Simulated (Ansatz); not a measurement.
[BNH4]− (SMILES [BH2-]N): the vertical detachment energy, rung by rung

The species is [BNH4]− (6 atoms), meant as a doublet with charge -1. SMILES: `[BH2-]N`. Geometry: relaxed at GFN2-xTB.

Quantity: the vertical detachment energy (to the singlet neutral), in eV. The values are calculated.

```csv
level,kind,program,value (eV)
USVWN5/STO-3G,LDA,Ansatz,-4.71
UPBE/STO-3G,GGA,Ansatz,-4.40
UPBE0/STO-3G,global hybrid,Ansatz,-4.14
U-wB97M-V/STO-3G,range-separated hybrid,Ansatz,-4.42
UB2PLYP/STO-3G,double hybrid,Ansatz,-4.42
UBCCD(T)/STO-3G,coupled cluster or CI,Ansatz,?
UCCSD(T)/STO-3G,coupled cluster or CI,Ansatz,-4.98
UCCSD/STO-3G,coupled cluster or CI,Ansatz,?
FCI/STO-3G,exact in the basis,Ansatz,-4.98
```

Q: Estimate the missing values from the other rows.

A: As computed at these levels: UBCCD(T)/STO-3G: -4.97 eV; UCCSD/STO-3G: -4.92 eV. Sets without diffuse functions describe the anion poorly. The values span -4.98 to -4.14 eV. All rows use very small basis sets, so even the best lies far from the true value.
